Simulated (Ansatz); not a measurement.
# MgS+ (quartet): wave-function methods side by side, def2-QZVPP

The task here is to estimate one member of a computed series from the others.

The runs use Ansatz 0.2.0, Gaussian basis; def2-QZVPP, core rule «outside noble gas», up to 10 orbitals frozen.

The runs, in order: UHF; ROHF; CCSD(T) on UHF.

2 further runs of the same task are left out: 2 set aside as unsound or not needed.

## The system

The geometry is a PBE0/def2-TZVP stationary point (not a proven minimum) of the parent state, kept for this charge and spin.

2 atoms, charge 1, spin multiplicity 4.

Atoms are counted from 1 here; the program's logs count them from 0.

Bond lengths: S1–Mg2 2.340 Å.

Set-up of the first run:

in.yaml reads:

```yaml
crystal:
  periodic: [false, false, false]
  atoms:
    - {symbol: S, position_ang: [0.000000, 0.000000, 0.000000]}
    - {symbol: Mg, position_ang: [0.000000, 0.000000, 2.340400]}
basis:
  gaussian: {orbitals: "def2-QZVPP.json"}
total_charge: 1
magnetization: {spin_polarized: true, initial_magnetization: 3}
hamiltonian: {xc: hf}
output: {orbitals: {seedname: orbitals}}
```

The run is started by

```sh
> ansatz run in.yaml --threads 1 --pin off --events-out ev --progress --plain --max-ram 2393MiB
```

Among the steps run: UHF; ROHF; CCSD(T) on UHF.

One table of the session follows, with a row left open; its other results are not shown here.

| method | from UCCSD(T) (meV) |
| --- | --- |
| ROHF | +4540.9 |
| UHF | ? |
| UMP2 | +787.0 |
| UCCSD | +169.9 |
| UCCSD(T) | 0 |

**Question.** Estimate the row for UHF.

The run gave: from UCCSD(T) (meV): +4366.3. In the column «from UCCSD(T) (meV)» it lies between UMP2 (+787.0) and ROHF (+4540.9).
